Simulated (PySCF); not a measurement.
Molecule: `C/C=N\CC`, C4H9N.

Molfile (atoms numbered from 1):
```
C4H9N
     RDKit          3D

 14 13  0  0  0  0  0  0  0  0999 V2000
    2.1350   -0.2455   -0.2498 C   0  0  0  0  0  0  0  0  0  0  0  0
    1.0842   -0.8974    0.5980 C   0  0  0  0  0  0  0  0  0  0  0  0
   -0.1568   -0.6544    0.6611 N   0  0  0  0  0  0  0  0  0  0  0  0
   -0.7516    0.3787   -0.1614 C   0  0  0  0  0  0  0  0  0  0  0  0
   -2.2408    0.4843    0.1074 C   0  0  0  0  0  0  0  0  0  0  0  0
    2.6269   -1.0016   -0.8838 H   0  0  0  0  0  0  0  0  0  0  0  0
    1.7456    0.5514   -0.8960 H   0  0  0  0  0  0  0  0  0  0  0  0
    2.9248    0.1782    0.3921 H   0  0  0  0  0  0  0  0  0  0  0  0
    1.4549   -1.7020    1.2574 H   0  0  0  0  0  0  0  0  0  0  0  0
   -0.5807    0.1654   -1.2339 H   0  0  0  0  0  0  0  0  0  0  0  0
   -0.2681    1.3555    0.0313 H   0  0  0  0  0  0  0  0  0  0  0  0
   -2.7053    1.2658   -0.5127 H   0  0  0  0  0  0  0  0  0  0  0  0
   -2.4249    0.7223    1.1657 H   0  0  0  0  0  0  0  0  0  0  0  0
   -2.7391   -0.4732   -0.1056 H   0  0  0  0  0  0  0  0  0  0  0  0
  1  2  1  0
  2  3  2  0
  3  4  1  0
  4  5  1  0
  1  6  1  0
  1  7  1  0
  1  8  1  0
  2  9  1  0
  4 10  1  0
  4 11  1  0
  5 12  1  0
  5 13  1  0
  5 14  1  0
M  END
```

Spin–spin couplings on one PBE0-D3(BJ)/def2-SVP geometry, PySCF 2.14.0 with density-fitted response routines, gas phase, non-relativistic, equivalent pairs averaged (spin–dipole term only in couplings to heteroatoms); isotopes 13C, 1H, 15N; functional B3LYP.

How do the couplings (Hz) change with the basis set? Times are CPU seconds on shared hosts with different chips, so compare them loosely. Far from the basis limit: 6-31G*, pcJ-0, 6-31G-J, def2-TZVP, cc-pVTZ.

## Answers


```
basis set  functions  1J(C2,H9)  1J(C4,H10)  1J(C1,H6)  1J(C5,H12)  1J(C4,C5)  1J(C1,C2)  1J(C2,N3)  core-s
   6-31G*         88      178.1       145.1      142.4       142.0       57.4       49.3      -13.5     7.9
    pcJ-0         92      162.7       114.4      114.0       113.7       35.3       26.4        5.3     7.7
  6-31G-J         96      193.0       137.6      136.9       136.9       45.9       36.6       -0.4     8.6
def2-TZVP        209      175.2       126.3      125.7       125.2       43.4       36.8       -4.3      26
  cc-pVTZ        276      167.3       120.6      117.7       118.0       33.0       29.3      -12.2      39
```

The Fermi-contact term samples the wavefunction at the nucleus, which is why sets with added tight s functions (names with J) are made for couplings.
